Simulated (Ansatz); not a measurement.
in.yaml

```yaml
crystal:
  periodic: [false, false, false]
  atoms:
    - {symbol: Al, position_ang: [0.000000, 0.000000, 0.558698]}
    - {symbol: N, position_ang: [0.000000, 0.000000, -1.250890]}
    - {symbol: H, position_ang: [0.000000, 1.442863, 1.213515]}
    - {symbol: H, position_ang: [0.000000, -1.442863, 1.213515]}
basis:
  gaussian: {orbitals: cc-pVTZ}
magnetization: {spin_polarized: true, initial_magnetization: 2}
hamiltonian: {xc: {name: BHLYP}}
```

```sh
$ ansatz run in.yaml --threads 2 --pin off --events-out ev --progress --plain --max-ram 16896MiB --backend cuda --devices 0, --max-vram 18GiB
```

The program prints:

```
637 factors; their error is unknown
mean field evaluation 1: about -8114.2452 eV, gradient 1.7e1 eV
mean field evaluation 2: about -8114.7006 eV, gradient 1.6e1 eV
mean field evaluation 4: about -8115.9173 eV, gradient 3.7e-1 eV
mean field evaluation 8: about -8115.9641 eV, gradient 1.4e-2 eV
mean field evaluation 16: about -8115.9641 eV, gradient 1.4e-5 eV
mean field -8115.96412870 eV, -298.2561805315 hartree, gradient 2.2e-5 eV, S^2 2.005687; 2 other end points of the search recorded, 0 dependent functions left out
reference -8115.96428433 eV, -298.2561862511 hartree; 12, 10 occupied and 80, 82 virtual orbitals, 637 factors
Total energy: -8115.96428433 eV, -298.2561862511 hartree
```

Ran on 2 threads of AMD EPYC 7R13 with a shared H100 80 GB, shared host: 2.4 s wall, 0.81 GiB peak host memory.
